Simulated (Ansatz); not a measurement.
# Isomers

Structures of BSiH3O, closed shell, relaxed at PBE0-D4/def2-TZVP (vibrations not checked; lower isomers may exist, and structures with a doubtful reference or unclear bonds are left out). Program: Ansatz 0.2.0. Basis: def2-TZVPP. Cores are frozen in the correlated methods. B3LYP uses VWN-RPA correlation.

Question: Rank them by CCSD(T) energy, lowest first, and give each one's height above the lowest. Links in brackets join atoms within 1.22 times the sum of their covalent radii (1.1 for two metals). (To be estimated.)
A.
BSiH₃O ([O][B][SiH3])
```
6
angstrom
O 1.2024 -1.5196 2.0552
B 0.7833 -1.0602 1.0274
Si 0.0892 -0.2996 -0.6758
H -1.3882 -0.2212 -0.5856
H 0.6710 1.0516 -0.8564
H 0.4952 -1.1928 -1.7868
```
B.
BSiH₃O ([BH2]1[OH][Si]1)
```
6
angstrom
B 0.0962 -0.0974 -0.7370
Si -0.1766 1.6787 0.0466
O -0.4536 0.0765 0.7880
H -0.6858 -0.7287 -1.3837
H 1.2656 -0.3972 -0.7274
H -0.0010 -0.2525 1.5695
```
C.
BSiH₃O ([BH][SiH][OH])
```
6
angstrom
B -1.4188 0.0436 -0.4271
Si 0.4146 -0.0911 -0.3430
O 1.3475 0.2220 0.9759
H -2.5608 -0.2516 -0.4832
H 1.2331 0.0724 -1.5584
H 0.9843 0.0047 1.8357
```
D.
BSiH₃O ([OH][B][SiH2])
```
6
angstrom
O 0.4304 -1.6384 0.1110
B 0.1631 -0.3698 0.0373
Si -0.6767 1.3085 -0.3137
H 1.2534 -1.9211 0.5237
H 0.5219 1.9151 -0.9968
H -0.5693 1.8090 1.1038
```

Answer: By the calculation: A (0.000 eV), D (2.225 eV), B (2.614 eV), C (3.316 eV). Heights count from the lowest.

Question: Do PBE-D4, r2SCAN-D4, PBE0-D4, B3LYP-D4, wB97M-V, HF, MP2 give the same order? (Judge from chemistry; the calculation decides.)

Answer: Computed: All do.

The T1 diagnostic stays at or below 0.023. The restricted Hartree–Fock reference is unstable towards an unrestricted one at one or more of these structures.

For scale, one of the runs: CCSD(T)/def2-TZVPP, 146 basis functions, launched by `ansatz run in.yaml --threads 2 --pin off --events-out ev --progress --plain --max-ram 4352MiB`. The run took 16 s on 2 CPU threads of an Arm Neoverse V1 (shared host), with 0.86 GiB of host memory at its peak.
